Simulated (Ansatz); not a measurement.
# Molecular dynamics of BClFH

The input (input.yaml):

```yaml
crystal:
  periodic: [false, false, false]
  atoms:
    - { symbol: B, position_ang: [-0.061582, -0.013197, -0.001751] }
    - { symbol: H, position_ang: [0.264469, 0.057592, 1.196503] }
    - { symbol: F, position_ang: [1.102589, 0.004879, -0.675294] }
    - { symbol: Cl, position_ang: [-1.52481, -0.000238, -0.904484] }
basis:
  gaussian: { orbitals: def2-SVP }
hamiltonian:
  xc: pbe0
md:
  timestep: 1.0
  n_steps: 166
  ensemble: nvt_langevin
  temperature: 700.0
  initial_velocities: maxwell_boltzmann
  seed: 300677
  friction: 0.01
  temperature_schedule:
    - { n_steps: 41, end_temperature: 700.0 }
    - { n_steps: 125, end_temperature: 2100.0 }
```

Launched with:

```bash
$ ansatz run input.yaml --threads 1 --pin off --max-ram 2048MiB --backend cpu --events-out ev --progress --plain --runs-dir out
```

It goes on from the last frame of an earlier run, with new velocities.

Output, in part (one step line in 3, the closing report, with atoms numbered from 0):

```
md step     0: t =     0.00 fs  T =   525.0 K (target 700.0 K)  F+E_penalty+E_count = -15920.06869803 eV  E_kin = 0.271446 eV  (22 SCF iters)
md step     3: t =     3.00 fs  T =   492.3 K (target 700.0 K)  F+E_penalty+E_count = -15920.07149008 eV  E_kin = 0.254531 eV  (22 SCF iters)
md step     6: t =     6.00 fs  T =   909.7 K (target 700.0 K)  F+E_penalty+E_count = -15920.27265483 eV  E_kin = 0.470344 eV  (24 SCF iters)
md step     9: t =     9.00 fs  T =   726.8 K (target 700.0 K)  F+E_penalty+E_count = -15920.21345507 eV  E_kin = 0.375792 eV  (23 SCF iters)
md step    12: t =    12.00 fs  T =   390.6 K (target 700.0 K)  F+E_penalty+E_count = -15920.02541864 eV  E_kin = 0.201963 eV  (24 SCF iters)
md step    15: t =    15.00 fs  T =   225.2 K (target 700.0 K)  F+E_penalty+E_count = -15919.94244857 eV  E_kin = 0.116420 eV  (21 SCF iters)
md step    18: t =    18.00 fs  T =   730.9 K (target 700.0 K)  F+E_penalty+E_count = -15920.20153836 eV  E_kin = 0.377898 eV  (22 SCF iters)
md step    21: t =    21.00 fs  T =   816.3 K (target 700.0 K)  F+E_penalty+E_count = -15920.24816891 eV  E_kin = 0.422081 eV  (23 SCF iters)
md step    24: t =    24.00 fs  T =   512.7 K (target 700.0 K)  F+E_penalty+E_count = -15920.09063860 eV  E_kin = 0.265068 eV  (22 SCF iters)
md step    27: t =    27.00 fs  T =   338.1 K (target 700.0 K)  F+E_penalty+E_count = -15920.00728870 eV  E_kin = 0.174814 eV  (22 SCF iters)
md step    30: t =    30.00 fs  T =   570.8 K (target 700.0 K)  F+E_penalty+E_count = -15920.12075461 eV  E_kin = 0.295146 eV  (24 SCF iters)
md step    33: t =    33.00 fs  T =   640.4 K (target 700.0 K)  F+E_penalty+E_count = -15920.12067572 eV  E_kin = 0.331104 eV  (25 SCF iters)
md step    36: t =    36.00 fs  T =   446.9 K (target 700.0 K)  F+E_penalty+E_count = -15920.00632893 eV  E_kin = 0.231061 eV  (24 SCF iters)
md step    39: t =    39.00 fs  T =   538.4 K (target 700.0 K)  F+E_penalty+E_count = -15920.03649503 eV  E_kin = 0.278399 eV  (24 SCF iters)
md step    42: t =    42.00 fs  T =   698.1 K (target 705.6 K)  F+E_penalty+E_count = -15920.15327785 eV  E_kin = 0.360969 eV  (24 SCF iters)
md step    45: t =    45.00 fs  T =   714.4 K (target 739.2 K)  F+E_penalty+E_count = -15920.12248672 eV  E_kin = 0.369352 eV  (24 SCF iters)
md step    48: t =    48.00 fs  T =   569.4 K (target 772.8 K)  F+E_penalty+E_count = -15920.03662846 eV  E_kin = 0.294379 eV  (23 SCF iters)
md step    51: t =    51.00 fs  T =   687.0 K (target 806.4 K)  F+E_penalty+E_count = -15920.04222850 eV  E_kin = 0.355205 eV  (22 SCF iters)
md step    54: t =    54.00 fs  T =   759.4 K (target 840.0 K)  F+E_penalty+E_count = -15920.09177803 eV  E_kin = 0.392640 eV  (22 SCF iters)
md step    57: t =    57.00 fs  T =   778.7 K (target 873.6 K)  F+E_penalty+E_count = -15920.13042198 eV  E_kin = 0.402637 eV  (24 SCF iters)
md step    60: t =    60.00 fs  T =   520.8 K (target 907.2 K)  F+E_penalty+E_count = -15919.99055106 eV  E_kin = 0.269285 eV  (24 SCF iters)
md step    63: t =    63.00 fs  T =   728.0 K (target 940.8 K)  F+E_penalty+E_count = -15920.10955826 eV  E_kin = 0.376395 eV  (24 SCF iters)
md step    66: t =    66.00 fs  T =   848.4 K (target 974.4 K)  F+E_penalty+E_count = -15920.20453578 eV  E_kin = 0.438655 eV  (24 SCF iters)
md step    69: t =    69.00 fs  T =   685.6 K (target 1008.0 K)  F+E_penalty+E_count = -15920.14274319 eV  E_kin = 0.354466 eV  (24 SCF iters)
md step    72: t =    72.00 fs  T =   331.2 K (target 1041.6 K)  F+E_penalty+E_count = -15919.95744261 eV  E_kin = 0.171224 eV  (24 SCF iters)
md step    75: t =    75.00 fs  T =   452.3 K (target 1075.2 K)  F+E_penalty+E_count = -15920.00485459 eV  E_kin = 0.233863 eV  (24 SCF iters)
md step    78: t =    78.00 fs  T =   882.5 K (target 1108.8 K)  F+E_penalty+E_count = -15920.17310283 eV  E_kin = 0.456263 eV  (24 SCF iters)
md step    81: t =    81.00 fs  T =  1221.7 K (target 1142.4 K)  F+E_penalty+E_count = -15920.30633374 eV  E_kin = 0.631661 eV  (24 SCF iters)
md step    84: t =    84.00 fs  T =   701.5 K (target 1176.0 K)  F+E_penalty+E_count = -15920.19134385 eV  E_kin = 0.362716 eV  (24 SCF iters)
md step    87: t =    87.00 fs  T =   524.4 K (target 1209.6 K)  F+E_penalty+E_count = -15920.08568914 eV  E_kin = 0.271121 eV  (24 SCF iters)
md step    90: t =    90.00 fs  T =   499.7 K (target 1243.2 K)  F+E_penalty+E_count = -15920.05889470 eV  E_kin = 0.258349 eV  (24 SCF iters)
md step    93: t =    93.00 fs  T =   678.0 K (target 1276.8 K)  F+E_penalty+E_count = -15920.14736194 eV  E_kin = 0.350534 eV  (25 SCF iters)
md step    96: t =    96.00 fs  T =   593.8 K (target 1310.4 K)  F+E_penalty+E_count = -15920.06056480 eV  E_kin = 0.307026 eV  (22 SCF iters)
md step    99: t =    99.00 fs  T =   655.9 K (target 1344.0 K)  F+E_penalty+E_count = -15920.01049605 eV  E_kin = 0.339139 eV  (24 SCF iters)
md step   102: t =   102.00 fs  T =   767.6 K (target 1377.6 K)  F+E_penalty+E_count = -15920.02678337 eV  E_kin = 0.396887 eV  (24 SCF iters)
md step   105: t =   105.00 fs  T =   905.8 K (target 1411.2 K)  F+E_penalty+E_count = -15920.12019115 eV  E_kin = 0.468340 eV  (24 SCF iters)
md step   108: t =   108.00 fs  T =  1015.5 K (target 1444.8 K)  F+E_penalty+E_count = -15920.11733935 eV  E_kin = 0.525079 eV  (24 SCF iters)
md step   111: t =   111.00 fs  T =  1077.7 K (target 1478.4 K)  F+E_penalty+E_count = -15920.12414928 eV  E_kin = 0.557224 eV  (23 SCF iters)
md step   114: t =   114.00 fs  T =  1072.8 K (target 1512.0 K)  F+E_penalty+E_count = -15920.07965915 eV  E_kin = 0.554685 eV  (25 SCF iters)
md step   117: t =   117.00 fs  T =  1761.5 K (target 1545.6 K)  F+E_penalty+E_count = -15920.23725422 eV  E_kin = 0.910783 eV  (24 SCF iters)
md step   120: t =   120.00 fs  T =  1661.4 K (target 1579.2 K)  F+E_penalty+E_count = -15920.05278245 eV  E_kin = 0.859006 eV  (24 SCF iters)
md step   123: t =   123.00 fs  T =  1312.3 K (target 1612.8 K)  F+E_penalty+E_count = -15920.01775457 eV  E_kin = 0.678500 eV  (22 SCF iters)
md step   126: t =   126.00 fs  T =  1298.1 K (target 1646.4 K)  F+E_penalty+E_count = -15920.04048671 eV  E_kin = 0.671182 eV  (24 SCF iters)
md step   129: t =   129.00 fs  T =  1014.4 K (target 1680.0 K)  F+E_penalty+E_count = -15919.84137344 eV  E_kin = 0.524467 eV  (25 SCF iters)
md step   132: t =   132.00 fs  T =  1056.8 K (target 1713.6 K)  F+E_penalty+E_count = -15919.96232684 eV  E_kin = 0.546416 eV  (26 SCF iters)
md step   135: t =   135.00 fs  T =   993.4 K (target 1747.2 K)  F+E_penalty+E_count = -15919.88801004 eV  E_kin = 0.513650 eV  (25 SCF iters)
md step   138: t =   138.00 fs  T =  1921.7 K (target 1780.8 K)  F+E_penalty+E_count = -15920.21250861 eV  E_kin = 0.993617 eV  (26 SCF iters)
md step   141: t =   141.00 fs  T =  1392.9 K (target 1814.4 K)  F+E_penalty+E_count = -15919.88483969 eV  E_kin = 0.720176 eV  (22 SCF iters)
md step   144: t =   144.00 fs  T =  1456.6 K (target 1848.0 K)  F+E_penalty+E_count = -15919.96977712 eV  E_kin = 0.753141 eV  (23 SCF iters)
md step   147: t =   147.00 fs  T =  1017.6 K (target 1881.6 K)  F+E_penalty+E_count = -15919.83322605 eV  E_kin = 0.526150 eV  (23 SCF iters)
md step   150: t =   150.00 fs  T =  1360.4 K (target 1915.2 K)  F+E_penalty+E_count = -15920.10305402 eV  E_kin = 0.703392 eV  (24 SCF iters)
md step   153: t =   153.00 fs  T =  1577.5 K (target 1948.8 K)  F+E_penalty+E_count = -15920.07155071 eV  E_kin = 0.815636 eV  (23 SCF iters)
md step   156: t =   156.00 fs  T =  1073.3 K (target 1982.4 K)  F+E_penalty+E_count = -15919.89117908 eV  E_kin = 0.554960 eV  (24 SCF iters)
md step   159: t =   159.00 fs  T =   693.6 K (target 2016.0 K)  F+E_penalty+E_count = -15919.62783828 eV  E_kin = 0.358602 eV  (24 SCF iters)
md step   162: t =   162.00 fs  T =  1068.2 K (target 2049.6 K)  F+E_penalty+E_count = -15919.82633667 eV  E_kin = 0.552301 eV  (26 SCF iters)
md step   165: t =   165.00 fs  T =  1559.0 K (target 2083.2 K)  F+E_penalty+E_count = -15920.01006744 eV  E_kin = 0.806068 eV  (24 SCF iters)
md step   166: t =   166.00 fs  T =  1748.2 K (target 2094.4 K)  F+E_penalty+E_count = -15920.05196931 eV  E_kin = 0.903901 eV  (22 SCF iters)
Total energy: -15920.05198644 eV, -585.0511195027 hartree
Atom 0 at     0.165910    -0.665847    -1.381906 Å, force     0.143681     3.349285    -0.600983 eV/Å
Atom 1 at     0.541530    -1.618383    -1.926204 Å, force     0.218437    -1.323986     0.069445 eV/Å
Atom 2 at     1.029509     0.312607    -1.064277 Å, force    -0.119068    -1.317310     0.283590 eV/Å
Atom 3 at    -1.464888    -0.024886    -1.477993 Å, force    -0.243050    -0.707989     0.247948 eV/Å
Dipole moment:     0.023429    -0.222945     0.007423 e Å
```

The run went to its last step. The schedule's set-point averaged 1635 K over the second half and the system 1120 K, so it lags behind the ramp. A run of 0.17 ps of so small a system gives no equilibrium averages.

The same pairs are bonded in the first frame and the last. Pairs count as bonded within 1.25 times the sum of covalent radii (0.12 Å more for H–H).

Last frame:

```xyz
4
Properties=species:S:1:pos:R:3
B 0.166 -0.666 -1.382
H 0.541 -1.618 -1.926
F 1.030 0.313 -1.064
Cl -1.465 -0.025 -1.478
```

Run time: 2.5 min on 1 thread of Arm Neoverse V2 (shared host), peak memory 0.091 GiB.
